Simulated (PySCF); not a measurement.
**Working out the ionisation energy of S**

S [Ne] 3s2 3p4 (3P) → S⁺ [Ne] 3s2 3p3 (4S). Calculation: PySCF 2.14, in aug-cc-pCVTZ-DK; the spin-free X2C one-electron Hamiltonian (Gaussian nucleus). Frozen: nothing. Energies in hartree (1 hartree = 27.21139 eV):

```json
{"part": "UHF", "S (lower)": "-398.591009", "S⁺ (upper)": "-398.252070"}
{"part": "CCSD correlation", "S (lower)": "-0.472819", "S⁺ (upper)": "-0.440274"}
{"part": "(T)", "S (lower)": "-0.007528", "S⁺ (upper)": "-0.005960"}
```

Problem. What does Hartree-Fock give?

Solution. (-398.252070) − (-398.591009) = 0.338939 hartree = 9.223 eV.

Problem. What do CCSD and CCSD(T) give?

Solution. The CCSD correlation energies differ by 0.032545 hartree = 0.886 eV and the triples by 0.001568 hartree = 0.043 eV, so CCSD gives 10.109 eV and CCSD(T) 10.152 eV.

Measured between the centres of the two terms (NIST): 10.336 eV, so CCSD(T) (all electrons) is off by -0.184 eV.

What remains against the reference includes basis incompleteness and higher excitations.
